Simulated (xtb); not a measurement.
Species: CH4S, SMILES `CS` (charge 0, multiplicity 1).

Q: Give a relaxed geometry from GFN2-xTB (xtb).

A: the end point of this relaxation (outside a Z-matrix the atoms follow the SMILES, hydrogens last).
Bond lengths (Å): C1–S2 1.821, C1–H3 1.085, C1–H4 1.086, C1–H5 1.086, S2–H6 1.331. Angles (°): S2–C1–H3 106.4, S2–C1–H4 109.7, S2–C1–H5 109.7, H3–C1–H4 110.0, H3–C1–H5 110.0, H4–C1–H5 111.0, C1–S2–H6 96.2.
